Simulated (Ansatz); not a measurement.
# Al₂H₂ (singlet): wB97M-V, B2PLYP over a scan of the distance Al1–H3, 6-31G, part 3 of 3

Ansatz 0.2.0, Gaussian basis; 6-31G, all electrons in the functionals, frozen cores in the correlation of double hybrids and RPA. The steps go on from the part before.

## (17) B2PLYP, 1.962 Å

File in.yaml:

```yaml
crystal:
  periodic: [false, false, false]
  atoms:
    - {symbol: Al, position_ang: [0.000000, -0.158394, 1.304718]}
    - {symbol: Al, position_ang: [0.000000, 0.148614, -1.312060]}
    - {symbol: H, position_ang: [0.000000, 1.410582, 2.482750]}
    - {symbol: H, position_ang: [0.000000, -1.148788, -2.286187]}
basis:
  gaussian: {orbitals: 6-31G}
magnetization: {spin_polarized: true, initial_magnetization: 0}
hamiltonian: {xc: {name: B2PLYP}}
correlation: {electrons: outside_noble_gas}
```

On the command line:

```console
$ ansatz run in.yaml --threads 1 --pin off --events-out ev --progress --plain --max-ram 2393MiB
```

Output, cut to the lines that bear on the results:

```text
Functional definition: B2PLYP
  name "B2PLYP"
  cite "Grimme, J. Chem. Phys. 124, 034108 (2006) doi:10.1063/1.2148954"
  cite "Becke, Phys. Rev. A 38, 3098 (1988) doi:10.1103/PhysRevA.38.3098"
  cite "Lee, Yang & Parr, Phys. Rev. B 37, 785 (1988) doi:10.1103/PhysRevB.37.785"
[...]
340 factors; integrals over basis functions are off by at most 1.5e-4 eV
[...]
mean field -13214.46224787 eV, -485.6225305249 hartree, gradient 1.4e-6 eV, S^2 0.219054; 5 other end points of the search recorded, 0 dependent functions left out
10 core orbitals not correlated: weight in the atoms' cores, before any rotation towards them, 1.000 or more for the frozen orbitals, at most 0.000 for the correlated occupied ones
reference -13214.46239582 eV, -485.6225359621 hartree; 4, 4 occupied and 16, 16 virtual orbitals, 340 factors
second order -2.42773659 eV of doubles, -0.00000000 eV of singles
Total energy: -13215.11788470 eV, -485.6466247340 hartree
```

It took 3.2 s on 1 thread of Arm Neoverse V1, shared host.

From the report: ⟨S²⟩ of the determinant 0.219 (pure singlet: 0.00).

From 1.622 Å: +32.8 kJ/mol.

## (18) B2PLYP, 2.206 Å

File in.yaml:

```yaml
crystal:
  periodic: [false, false, false]
  atoms:
    - {symbol: Al, position_ang: [0.000000, -0.161907, 1.302080]}
    - {symbol: Al, position_ang: [0.000000, 0.145101, -1.314698]}
    - {symbol: H, position_ang: [0.000000, 1.602191, 2.626615]}
    - {symbol: H, position_ang: [0.000000, -1.152301, -2.288825]}
basis:
  gaussian: {orbitals: 6-31G}
magnetization: {spin_polarized: true, initial_magnetization: 0}
hamiltonian: {xc: {name: B2PLYP}}
correlation: {electrons: outside_noble_gas}
```

Launched as before.

Output, cut to the lines that bear on the results:

```text
Functional definition: B2PLYP
  name "B2PLYP"
  cite "Grimme, J. Chem. Phys. 124, 034108 (2006) doi:10.1063/1.2148954"
  cite "Becke, Phys. Rev. A 38, 3098 (1988) doi:10.1103/PhysRevA.38.3098"
  cite "Lee, Yang & Parr, Phys. Rev. B 37, 785 (1988) doi:10.1103/PhysRevB.37.785"
[...]
340 factors; integrals over basis functions are off by at most 1.5e-4 eV
[...]
mean field -13213.93176755 eV, -485.6030357329 hartree, gradient 2.5e-6 eV, S^2 0.207865; 7 other end points of the search recorded, 0 dependent functions left out
10 core orbitals not correlated: weight in the atoms' cores, before any rotation towards them, 1.000 or more for the frozen orbitals, at most 0.000 for the correlated occupied ones
reference -13213.93191638 eV, -485.6030412024 hartree; 4, 4 occupied and 16, 16 virtual orbitals, 340 factors
second order -2.54574898 eV of doubles, -0.00000000 eV of singles
Total energy: -13214.61926861 eV, -485.6283009307 hartree
```

Wall time 3.4 s (1 thread of Arm Neoverse V1, shared host).

From the report: ⟨S²⟩ of the determinant 0.208 (pure singlet: 0.00).

From 1.622 Å: +80.9 kJ/mol.

## (19) B2PLYP, 2.603 Å

File in.yaml:

```yaml
crystal:
  periodic: [false, false, false]
  atoms:
    - {symbol: Al, position_ang: [0.000000, -0.167624, 1.297788]}
    - {symbol: Al, position_ang: [0.000000, 0.139384, -1.318990]}
    - {symbol: H, position_ang: [0.000000, 1.913948, 2.860692]}
    - {symbol: H, position_ang: [0.000000, -1.158018, -2.293117]}
basis:
  gaussian: {orbitals: 6-31G}
magnetization: {spin_polarized: true, initial_magnetization: 0}
hamiltonian: {xc: {name: B2PLYP}}
correlation: {electrons: outside_noble_gas}
```

Launched as before.

Output, cut to the lines that bear on the results:

```text
Functional definition: B2PLYP
  name "B2PLYP"
  cite "Grimme, J. Chem. Phys. 124, 034108 (2006) doi:10.1063/1.2148954"
  cite "Becke, Phys. Rev. A 38, 3098 (1988) doi:10.1103/PhysRevA.38.3098"
  cite "Lee, Yang & Parr, Phys. Rev. B 37, 785 (1988) doi:10.1103/PhysRevB.37.785"
[...]
340 factors; integrals over basis functions are off by at most 1.7e-4 eV
[...]
mean field -13213.12429844 eV, -485.5733617905 hartree, gradient 1.0e-6 eV, S^2 0.548979; 10 other end points of the search recorded, 0 dependent functions left out
10 core orbitals not correlated: weight in the atoms' cores, before any rotation towards them, 1.000 or more for the frozen orbitals, at most 0.000 for the correlated occupied ones
reference -13213.12444922 eV, -485.5733673313 hartree; 4, 4 occupied and 16, 16 virtual orbitals, 340 factors
second order -2.31557603 eV of doubles, -0.00000000 eV of singles
Total energy: -13213.74965475 eV, -485.5963432107 hartree
```

Run time: 6 s. Hardware: 1 thread of Arm Neoverse V1, shared host.

From the report: ⟨S²⟩ of the determinant 0.549 (pure singlet: 0.00). The determinant is far from a pure spin state, so its energy mixes those of several spin states (harmless only where they are near-degenerate, as at dissociation).

From 1.622 Å: +164.8 kJ/mol.

## (20) B2PLYP, 3.065 Å

File in.yaml:

```yaml
crystal:
  periodic: [false, false, false]
  atoms:
    - {symbol: Al, position_ang: [0.000000, -0.174276, 1.292793]}
    - {symbol: Al, position_ang: [0.000000, 0.132732, -1.323985]}
    - {symbol: H, position_ang: [0.000000, 2.276749, 3.133093]}
    - {symbol: H, position_ang: [0.000000, -1.164670, -2.298112]}
basis:
  gaussian: {orbitals: 6-31G}
magnetization: {spin_polarized: true, initial_magnetization: 0}
hamiltonian: {xc: {name: B2PLYP}}
correlation: {electrons: outside_noble_gas}
```

Same command.

Output, cut to the lines that bear on the results:

```text
Functional definition: B2PLYP
  name "B2PLYP"
  cite "Grimme, J. Chem. Phys. 124, 034108 (2006) doi:10.1063/1.2148954"
  cite "Becke, Phys. Rev. A 38, 3098 (1988) doi:10.1103/PhysRevA.38.3098"
  cite "Lee, Yang & Parr, Phys. Rev. B 37, 785 (1988) doi:10.1103/PhysRevB.37.785"
[...]
340 factors; integrals over basis functions are off by at most 2.0e-4 eV
[...]
mean field -13212.65606570 eV, -485.5561545547 hartree, gradient 1.6e-6 eV, S^2 0.885780; 12 other end points of the search recorded, 0 dependent functions left out
10 core orbitals not correlated: weight in the atoms' cores, before any rotation towards them, 1.000 or more for the frozen orbitals, at most 0.000 for the correlated occupied ones
reference -13212.65621836 eV, -485.5561601648 hartree; 4, 4 occupied and 16, 16 virtual orbitals, 340 factors
second order -2.03900379 eV of doubles, -0.00000000 eV of singles
Total energy: -13213.20674939 eV, -485.5763918067 hartree
```

Run time: 6 s. Hardware: 1 thread of Arm Neoverse V1, shared host.

From the report: ⟨S²⟩ of the determinant 0.886 (pure singlet: 0.00). The determinant is far from a pure spin state, so its energy mixes those of several spin states (harmless only where they are near-degenerate, as at dissociation).

From 1.622 Å: +217.2 kJ/mol.

## (21) B2PLYP, 3.533 Å

File in.yaml:

```yaml
crystal:
  periodic: [false, false, false]
  atoms:
    - {symbol: Al, position_ang: [0.000000, -0.181014, 1.287733]}
    - {symbol: Al, position_ang: [0.000000, 0.125994, -1.329045]}
    - {symbol: H, position_ang: [0.000000, 2.644261, 3.409032]}
    - {symbol: H, position_ang: [0.000000, -1.171408, -2.303172]}
basis:
  gaussian: {orbitals: 6-31G}
magnetization: {spin_polarized: true, initial_magnetization: 0}
hamiltonian: {xc: {name: B2PLYP}}
correlation: {electrons: outside_noble_gas}
```

The command is unchanged.

Output, cut to the lines that bear on the results:

```text
Functional definition: B2PLYP
  name "B2PLYP"
  cite "Grimme, J. Chem. Phys. 124, 034108 (2006) doi:10.1063/1.2148954"
  cite "Becke, Phys. Rev. A 38, 3098 (1988) doi:10.1103/PhysRevA.38.3098"
  cite "Lee, Yang & Parr, Phys. Rev. B 37, 785 (1988) doi:10.1103/PhysRevB.37.785"
[...]
341 factors; integrals over basis functions are off by at most 2.0e-4 eV
[...]
mean field -13212.47403696 eV, -485.5494651218 hartree, gradient 2.4e-6 eV, S^2 1.013571; 12 other end points of the search recorded, 0 dependent functions left out
10 core orbitals not correlated: weight in the atoms' cores, before any rotation towards them, 1.000 or more for the frozen orbitals, at most 0.000 for the correlated occupied ones
reference -13212.47419611 eV, -485.5494709704 hartree; 4, 4 occupied and 16, 16 virtual orbitals, 341 factors
second order -1.94687420 eV of doubles, -0.00000000 eV of singles
Total energy: -13212.99985214 eV, -485.5687884733 hartree
```

Wall time 7.5 s (1 thread of Arm Neoverse V1, shared host).

From the report: ⟨S²⟩ of the determinant 1.014 (pure singlet: 0.00). The determinant is far from a pure spin state, so its energy mixes those of several spin states (harmless only where they are near-degenerate, as at dissociation).

From 1.622 Å: +237.2 kJ/mol.

## (22) B2PLYP, 4.462 Å

File in.yaml:

```yaml
crystal:
  periodic: [false, false, false]
  atoms:
    - {symbol: Al, position_ang: [0.000000, -0.194391, 1.277690]}
    - {symbol: Al, position_ang: [0.000000, 0.112617, -1.339088]}
    - {symbol: H, position_ang: [0.000000, 3.373789, 3.956783]}
    - {symbol: H, position_ang: [0.000000, -1.184785, -2.313215]}
basis:
  gaussian: {orbitals: 6-31G}
magnetization: {spin_polarized: true, initial_magnetization: 0}
hamiltonian: {xc: {name: B2PLYP}}
correlation: {electrons: outside_noble_gas}
```

The command is unchanged.

Output, cut to the lines that bear on the results:

```text
Functional definition: B2PLYP
  name "B2PLYP"
  cite "Grimme, J. Chem. Phys. 124, 034108 (2006) doi:10.1063/1.2148954"
  cite "Becke, Phys. Rev. A 38, 3098 (1988) doi:10.1103/PhysRevA.38.3098"
  cite "Lee, Yang & Parr, Phys. Rev. B 37, 785 (1988) doi:10.1103/PhysRevB.37.785"
[...]
341 factors; integrals over basis functions are off by at most 1.5e-4 eV
[...]
mean field -13212.38412621 eV, -485.5461609624 hartree, gradient 2.0e-6 eV, S^2 1.071057; 12 other end points of the search recorded, 0 dependent functions left out
10 core orbitals not correlated: weight in the atoms' cores, before any rotation towards them, 1.000 or more for the frozen orbitals, at most 0.000 for the correlated occupied ones
reference -13212.38428900 eV, -485.5461669449 hartree; 4, 4 occupied and 16, 16 virtual orbitals, 341 factors
second order -1.90275852 eV of doubles, -0.00000000 eV of singles
Total energy: -13212.89803380 eV, -485.5650467181 hartree
```

It took 9 s on 1 thread of Arm Neoverse V1, shared host.

From the report: ⟨S²⟩ of the determinant 1.071 (pure singlet: 0.00). The determinant is far from a pure spin state, so its energy mixes those of several spin states (harmless only where they are near-degenerate, as at dissociation).

From 1.622 Å: +247.0 kJ/mol.

## (23) B2PLYP, 5.386 Å

File in.yaml:

```yaml
crystal:
  periodic: [false, false, false]
  atoms:
    - {symbol: Al, position_ang: [0.000000, -0.207695, 1.267700]}
    - {symbol: Al, position_ang: [0.000000, 0.099313, -1.349078]}
    - {symbol: H, position_ang: [0.000000, 4.099390, 4.501585]}
    - {symbol: H, position_ang: [0.000000, -1.198089, -2.323205]}
basis:
  gaussian: {orbitals: 6-31G}
magnetization: {spin_polarized: true, initial_magnetization: 0}
hamiltonian: {xc: {name: B2PLYP}}
correlation: {electrons: outside_noble_gas}
```

Same command.

Output, cut to the lines that bear on the results:

```text
Functional definition: B2PLYP
  name "B2PLYP"
  cite "Grimme, J. Chem. Phys. 124, 034108 (2006) doi:10.1063/1.2148954"
  cite "Becke, Phys. Rev. A 38, 3098 (1988) doi:10.1103/PhysRevA.38.3098"
  cite "Lee, Yang & Parr, Phys. Rev. B 37, 785 (1988) doi:10.1103/PhysRevB.37.785"
[...]
340 factors; integrals over basis functions are off by at most 1.8e-4 eV
[...]
mean field -13212.36992544 eV, -485.5456390940 hartree, gradient 2.1e-6 eV, S^2 1.076189; 12 other end points of the search recorded, 0 dependent functions left out
10 core orbitals not correlated: weight in the atoms' cores, before any rotation towards them, 1.000 or more for the frozen orbitals, at most 0.000 for the correlated occupied ones
reference -13212.37010455 eV, -485.5456456763 hartree; 4, 4 occupied and 16, 16 virtual orbitals, 340 factors
second order -1.89806194 eV of doubles, -0.00000000 eV of singles
Total energy: -13212.88258128 eV, -485.5644788485 hartree
```

Wall time 8.5 s (1 thread of Arm Neoverse V1, shared host).

From the report: ⟨S²⟩ of the determinant 1.076 (pure singlet: 0.00). The determinant is far from a pure spin state, so its energy mixes those of several spin states (harmless only where they are near-degenerate, as at dissociation).

From 1.622 Å: +248.5 kJ/mol.

## (24) Against the wave-function levels

The yardstick is full CI for this spin, exact in this basis with these frozen cores. It comes from earlier runs at the same points. Energies in kJ/mol, counted from 1.622 Å; blanks weren't run or aren't comparable.

```tsv
level	1.292 Å	1.494 Å	1.622 Å	1.747 Å	1.962 Å	2.206 Å	2.603 Å	3.065 Å	3.533 Å	4.462 Å	5.386 Å
FCI	115.8	17.7	0.0	1.2	25.9	67.4	133.5	187.5	215.1	228.0	228.1
wB97M-V	108.3	14.8	0.0	4.1	34.4	83.9	169.4	238.9	260.6	269.0	270.1
B2PLYP	109.5	15.3	0.0	3.6	32.8	80.9	164.8	217.2	237.2	247.0	248.5
```

Largest miss and mean time a point (FCI took 92 s a point; shared hosts):

```tsv
level	largest miss (kJ/mol)	where	time a point
wB97M-V	+51.4	3.065 Å	22 s
B2PLYP	+31.4	2.603 Å	5.4 s
```

## (25) Results

This closing draws on all 3 parts.

| quantity | value |
| --- | --- |
| span of the FCI curve | 228.1 kJ/mol |
| largest miss, wB97M-V | +51.4 kJ/mol (3.065 Å) |
| largest miss, B2PLYP | +31.4 kJ/mol (2.603 Å) |

**Reading.** Of the functionals, B2PLYP keep the smallest largest miss at the points compared (at most 31.4 kJ/mol) and wB97M-V strays most (51.4 kJ/mol, at 3.065 Å). wB97M-V, B2PLYP clearly break the spin symmetry at some points (⟨S²⟩ up to 1.08 above the pure value), so energy there is bought with a mixed spin. Functionals and the yardstick converge differently with the basis, so part of each miss in 6-31G is the basis.
